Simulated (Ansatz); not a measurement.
# C3F3: the cost of one run

Method: the levels named in each step, in Ansatz 0.2.0.

**1. The system as given**

Bond lengths: C1–C2 1.234 Å, C2–C3 1.419 Å, C3–F4 1.392 Å, C3–F5 1.392 Å, C3–F6 1.392 Å. Angles: C1–C2–C3 179.8°, C2–C3–F4 116.0°, C2–C3–F5 116.0°, C2–C3–F6 115.8°, F4–C3–F5 102.2°, F4–C3–F6 102.4°, F5–C3–F6 102.4°.

Coordinates:

```xyz
6

C     2.4993    0.0040    0.0425
C     1.2659    0.0046    0.0208
C    -0.1527    0.0004   -0.0027
F    -0.7469   -0.9945   -0.7749
F    -0.7836   -0.1648    1.2272
F    -0.7533    1.1563   -0.4927
```

**2. A rough first relaxation, PBE-D4/def2-SVPD**

The input, input.yaml:

```yaml
crystal:
  periodic: [false, false, false]
  atoms:
    - { symbol: C, position_ang: [2.49926, 0.00397, 0.04248] }
    - { symbol: C, position_ang: [1.26588, 0.0046, 0.0208] }
    - { symbol: C, position_ang: [-0.15272, 0.00038, -0.00269] }
    - { symbol: F, position_ang: [-0.74687, -0.99446, -0.7749] }
    - { symbol: F, position_ang: [-0.78357, -0.16475, 1.22724] }
    - { symbol: F, position_ang: [-0.75328, 1.15631, -0.49269] }
total_charge: -1
basis:
  gaussian: { orbitals: def2-SVPD }
hamiltonian:
  xc: pbe
  dispersion: d4
relax:
  f_tol: 0.03
  max_steps: 200
```

Run with:

```sh
$ ansatz run input.yaml --threads 4 --pin off --max-ram 10240MiB --backend cpu --events-out ev --progress --plain --runs-dir out
```

What time and memory should one allow on 4 threads of Intel Xeon at 2.50GHz (Skylake/Cascade Lake), shared host?

About 12 s, with a peak of 0.17 GiB.
